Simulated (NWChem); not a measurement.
# CH7AlSi (SMILES [CH3][AlH][SiH3]) at 6 levels

We compute a comparison of 6 runs (HF/STO-3G, HF/3-21G, B3LYP/6-31G*, B3LYP/cc-pVDZ, M06-2X/cc-pVDZ) of CH7AlSi. 

The results are computed with NWChem 7.3.0.

4 further runs of the same task are left out: 4 set aside as unsound or not needed.

### 1 The structure to begin with

CH7AlSi: 10 atoms, total charge 0, spin state singlet. SMILES: `[CH3][AlH][SiH3]`. The Si3–H9 distance was set to 1.942 Å, away from the relaxed value.

Bond lengths: C1–Al2 1.953 Å, Al2–Si3 2.461 Å, C1–H4 1.096 Å, C1–H5 1.092 Å, C1–H6 1.096 Å, Al2–H7 1.593 Å, Si3–H8 1.494 Å, Si3–H10 1.490 Å. Some angles: C1–Al2–Si3 120.6°, C1–Al2–H7 118.9°, Si3–Al2–H7 120.4°, Al2–C1–H4 110.5°, Al2–C1–H5 113.7°, Al2–C1–H6 110.2°, Al2–Si3–H8 110.9°, Al2–Si3–H10 114.1°, H4–C1–H5 108.0°, H4–C1–H6 106.2°. A long bond or contact: Si3–H9 1.942 Å.

### 2 A single-point energy at HF/STO-3G (run 1)

File run.py:

```python
from ase import Atoms
from ase.calculators.nwchem import NWChem

molecule = Atoms(['C', 'Al', 'Si', 'H', 'H', 'H', 'H', 'H', 'H', 'H'], positions=[
    [-1.379947, 0.753499, -1.183350],
    [0.457553, 0.095799, -1.111850],
    [1.210153, -1.321001, 0.754450],
    [-1.860747, 0.445599, -2.118450],
    [-2.002147, 0.410399, -0.354350],
    [-1.389547, 1.849299, -1.181350],
    [1.465353, 0.495499, -2.278650],
    [0.383353, -2.561301, 0.850050],
    [1.000200, -0.395000, 2.448500],
    [2.635053, -1.747301, 0.659450],
])

calc = NWChem(
    label='run',
    theory='scf',
    memory='2200 mb',
    basis='STO-3G',
    basispar='spherical bse',
    scf={'nopen': '0', 'rhf': None, 'thresh': '1e-08', 'maxiter': '80'},
    task='energy',
)
molecule.calc = calc

print("Total energy (eV):", round(molecule.get_potential_energy(), 6))
print("dipole (e A):", molecule.get_dipole_moment().round(4))
```

Run with:

```console
$ export ASE_NWCHEM_COMMAND="nwchem PREFIX.nwi > PREFIX.nwo"
$ python run.py
```

What it wrote:

```text
Total energy (eV): -15402.249822
dipole (e A): [-0.0156  0.0544 -0.2906]
```

The calculator wrote run.nwi:

```
title "run"

permanent_dir run

scratch_dir run

start run

geometry units angstrom nocenter noautosym noautoz
  C  -1.3799470000000000e+00 7.5349900000000003e-01 -1.1833499999999999e+00
  Al 4.5755299999999999e-01 9.5798999999999995e-02 -1.1118500000000000e+00
  Si 1.2101530000000000e+00 -1.3210010000000001e+00 7.5444999999999995e-01
  H  -1.8607469999999999e+00 4.4559900000000002e-01 -2.1184500000000002e+00
  H  -2.0021469999999999e+00 4.1039900000000001e-01 -3.5435000000000000e-01
  H  -1.3895470000000001e+00 1.8492990000000000e+00 -1.1813499999999999e+00
  H  1.4653529999999999e+00 4.9549900000000002e-01 -2.2786499999999998e+00
  H  3.8335300000000000e-01 -2.5613009999999998e+00 8.5004999999999997e-01
  H  1.0002000000000000e+00 -3.9500000000000002e-01 2.4485000000000001e+00
  H  2.6350530000000001e+00 -1.7473010000000000e+00 6.5944999999999998e-01
end

memory 2200 mb

basis spherical bse noprint
   * library STO-3G
end

scf
  nopen 0
  rhf
  thresh 1e-08
  maxiter 80
end

task scf energy
```

run.nwo:

```text
Northwest Computational Chemistry Package (NWChem) 7.3.0
             --------------------------------------------------------

           Job information
           ---------------

    nwchem branch   = 7.3.0
    use scalapack   = T
    input           = run.nwi
    prefix          = run.
    data base       = run/run.db
    status          = startup
    nproc           =        1

           Memory information
           ------------------

[... 5 lines left out ...]
    hardfail = no
[... 135 lines left out ...]
         Quadratically convergent ROHF
[... 14 lines left out ...]
       Final RHF  results
[... 4 lines left out ...]
      Two-electron energy =    347.859705997005
[... 39 lines left out ...]
                       ROHF Final Molecular Orbital Analysis
[... 179 lines left out ...]
       Multipole analysis of the density wrt the origin
       ------------------------------------------------

     L   x y z        total         open         nuclear
     -   - - -        -----         ----         -------
     0   0 0 0     -0.000000      0.000000     40.000000

     1   1 0 0     -0.029536      0.000000     28.047629
[... 8 lines of this table left out ...]
     2   0 0 2    -26.757089      0.000000    181.392946

 Task  times  cpu:        1.2s     wall:        1.2s
 Total times  cpu:        1.2s     wall:        1.2s
```

Wall time 2.1 s (1 thread of Intel Xeon 6975P-C (Granite Rapids), shared host); peak memory 0.1 GiB.

### 3 A single-point energy at HF/3-21G (run 2)

File sp.nw:

```
start sp
title "CH7AlSi energy"
memory 2200 mb
geometry units angstrom noautosym nocenter noautoz
  C       -1.379947       0.753499      -1.183350
  Al       0.457553       0.095799      -1.111850
  Si       1.210153      -1.321001       0.754450
  H       -1.860747       0.445599      -2.118450
  H       -2.002147       0.410399      -0.354350
  H       -1.389547       1.849299      -1.181350
  H        1.465353       0.495499      -2.278650
  H        0.383353      -2.561301       0.850050
  H        1.000200      -0.395000       2.448500
  H        2.635053      -1.747301       0.659450
end
basis spherical bse
  * library 3-21G
end
scf
  thresh 1e-08
  maxiter 80
end
task scf energy
```

Run with:

```console
$ nwchem sp.nw > sp.out
```

What it wrote:

```text
[...]
  functions       =    49
[...]
  wavefunction    = RHF
[...]
         Total SCF energy =   -569.651048911743
      One-electron energy =  -1040.929152288398
      Two-electron energy =    344.916169941390
 Nuclear repulsion energy =    126.361933435265
        Time for solution =      1.1s
[...]
```

Run time: 1.7 s. Hardware: 1 thread of Intel Xeon 6975P-C (Granite Rapids), shared host; peak memory 0.1 GiB.

Run 3 isn't shown in full; the table further down has it.

### 4 A single-point energy at B3LYP/6-31G(d) (Cartesian functions) (run 4)

File ch7alsi.nw:

```
start ch7alsi
title "CH7AlSi"
memory stack 880 mb heap 220 mb global 1100 mb
charge 0

geometry units au noautosym nocenter noautoz
  C     -2.60772190     1.42390675    -2.23620741
  Al     0.86464986     0.18103387    -2.10109199
  Si     2.28685774    -2.49633010     1.42570387
  H     -3.51630222     0.84206007    -4.00329031
  H     -3.78350949     0.77554171    -0.66962445
  H     -2.62586327     3.49466863    -2.23242796
  H      2.76911585     0.93635741    -4.30602443
  H      0.72443218    -4.84015741     1.60636169
  H      1.89010407    -0.74644182     4.62699442
  H      4.97952849    -3.30192035     1.24617989
end

basis cartesian
  C library 6-31G*
  Al library 6-31G*
  Si library 6-31G*
  H library 6-31G*
end

dft
  xc b3lyp
  grid xfine
  convergence energy 1e-08
  maxiter 100
  mulliken
end

task dft energy
```

Run with:

```console
$ nwchem ch7alsi.nw > ch7alsi.out
```

What it wrote:

```text
[...]
          Wavefunction type:  closed shell.
          No. of atoms     :    10
          No. of electrons :    40
[...]
          Charge           :     0
          Spin multiplicity:     1
[...]
          AO basis - number of functions:    67
[...]
              XC Information
              --------------
                         B3LYP Method XC Potential
                     Hartree-Fock (Exact) Exchange  0.200
                        Slater Exchange Functional  0.800 local
                    Becke 1988 Exchange Functional  0.720 non-local
              Lee-Yang-Parr Correlation Functional  0.810
                  VWN I RPA Correlation Functional  0.190 local
[...]
 d= 0,ls=0.0,diis     1   -574.1674399545 -7.01D+02  1.12D-02  3.08D-01     2.6
[...]
 d= 0,ls=0.0,diis     8   -574.2002229825 -1.68D-09  3.06D-06  2.55D-08    17.7
         Total DFT energy =     -574.200222982506
      One electron energy =    -1045.041142004486
           Coulomb energy =      392.020591556787
    Exchange-Corr. energy =      -47.541596884401
 Nuclear repulsion energy =      126.361924349593
[...]
      Total Density - Mulliken Population Analysis
     ---------------------------------------------
    Atom       Charge   Shell Charges
 -----------   ------   -------------------------------------------------------
    1 C    6     6.71   1.99  0.67  2.12  0.69  1.22  0.02
    2 Al  13    12.52   2.00  1.99  5.96  1.01  1.18  0.16  0.17  0.04
    3 Si  14    13.98   2.00  1.99  5.96  1.07  1.87  0.39  0.64  0.06
    4 H    1     0.83   0.52  0.31
    5 H    1     0.83   0.52  0.31
    6 H    1     0.83   0.51  0.31
    7 H    1     1.10   0.49  0.60
    8 H    1     1.05   0.50  0.55
    9 H    1     1.10   0.41  0.69
   10 H    1     1.05   0.50  0.55
[...]
```

It took 18 s on 1 thread of Intel Xeon 6975P-C (Granite Rapids), shared host; peak memory 0.15 GiB.

Run 5 isn't shown in full; the table further down has it.

### 5 The energy at M06-2X/cc-pVDZ (run 6)

File a.nw:

```
start a
title "CH7AlSi"
memory stack 880 mb heap 220 mb global 1100 mb
charge 0
geometry units angstrom noautosym nocenter noautoz
C     -1.379947     0.753499    -1.183350
Al     0.457553     0.095799    -1.111850
Si     1.210153    -1.321001     0.754450
H     -1.860747     0.445599    -2.118450
H     -2.002147     0.410399    -0.354350
H     -1.389547     1.849299    -1.181350
H      1.465353     0.495499    -2.278650
H      0.383353    -2.561301     0.850050
H      1.000200    -0.395000     2.448500
H      2.635053    -1.747301     0.659450
end
basis spherical bse
* library cc-pVDZ
end
dft
xc m06-2x
grid xfine
convergence energy 1e-08
iterations 100
mulliken
print medium
end
task dft energy
```

Run with:

```console
$ nwchem a.nw > a.out
```

What it wrote:

```text
[...]
          Wavefunction type:  closed shell.
          No. of atoms     :    10
          No. of electrons :    40
[...]
          Charge           :     0
          Spin multiplicity:     1
[...]
          AO basis - number of functions:    85
[...]
              XC Information
              --------------
                       M06-2X Method XC Functional
                     Hartree-Fock (Exact) Exchange  0.540
                        M06-2X Exchange Functional  1.000
                      M06-2X Correlation Potential  1.000
[...]
 d= 0,ls=0.0,diis     1   -574.0701253539 -7.00D+02  5.90D-03  1.71D-01     9.0
[...]
 d= 0,ls=0.0,diis     8   -574.0987922193 -3.15D-09  6.07D-07  2.58D-09    48.3
         Total DFT energy =     -574.098792219269
      One electron energy =    -1045.041747966969
           Coulomb energy =      392.013144531180
    Exchange-Corr. energy =      -47.432122218745
 Nuclear repulsion energy =      126.361933435265
[...]
      Total Density - Mulliken Population Analysis
     ---------------------------------------------
    Atom       Charge   Shell Charges
 -----------   ------   -------------------------------------------------------
    1 C    6     6.30   2.01  0.64  0.47  2.09  1.07  0.02
    2 Al  13    12.61   2.00  2.02  0.77  0.28  6.01  0.99  0.34  0.20
    3 Si  14    14.00   2.00  2.03  0.77  0.56  6.01  1.46  1.05  0.12
    4 H    1     0.94   0.73  0.18  0.03
    5 H    1     0.94   0.73  0.17  0.03
    6 H    1     0.94   0.73  0.18  0.03
    7 H    1     1.11   0.70  0.40  0.01
    8 H    1     1.04   0.71  0.32  0.01
    9 H    1     1.09   0.59  0.49  0.00
   10 H    1     1.04   0.71  0.32  0.01
[...]
```

Run time: 49 s. Hardware: 1 thread of Intel Xeon 6975P-C (Granite Rapids), shared host; peak memory 0.15 GiB.

### 6 All runs side by side

```
run                               level  iteration cap  module  energy (Eh)  dipole moment (D)  HOMO energy (eV)  LUMO energy (eV)  wall time
  1                           HF/STO-3G             80     scf  -566.022246               1.42             -7.05              7.79      2.1 s
  2                            HF/3-21G             80     scf  -569.651049               1.76             -9.85              0.83      1.7 s
  3  B3LYP/6-31G* (spherical functions)            100     dft  -574.196099                  –                 –                 –       18 s
  4  B3LYP/6-31G* (Cartesian functions)            100     dft  -574.200223               1.52             -7.12             -1.98       18 s
  5                       B3LYP/cc-pVDZ            100     dft  -574.228313               1.44             -7.16             -2.06       38 s
  6                      M06-2X/cc-pVDZ            100     dft  -574.098792               1.48             -8.31             -1.26       49 s
```

### 7 What came out

| quantity | value |
| --- | --- |
| run 6: total energy | -574.09879 Eh |
| run 6: dipole moment | 1.48 D |
| run 6: HOMO energy | -8.31 eV |
| run 6: LUMO energy | -1.26 eV |
| run 6: HOMO–LUMO gap | 7.06 eV |

In words: Over runs 1, 2, 4, 5, 6 the dipole moment (its size) runs from 1.42 D (HF/STO-3G) to 1.76 D (HF/3-21G). Over runs 1, 2, 4, 5, 6 the HOMO–LUMO gap runs from 5.09 eV (B3LYP/cc-pVDZ) to 14.84 eV (HF/STO-3G). The two ends differ in method and basis. Totals of different functionals can't be ranked against each other. In run 1 the basis is minimal, so the values are rough. All runs together took 2.1 min, the longest 49 s.
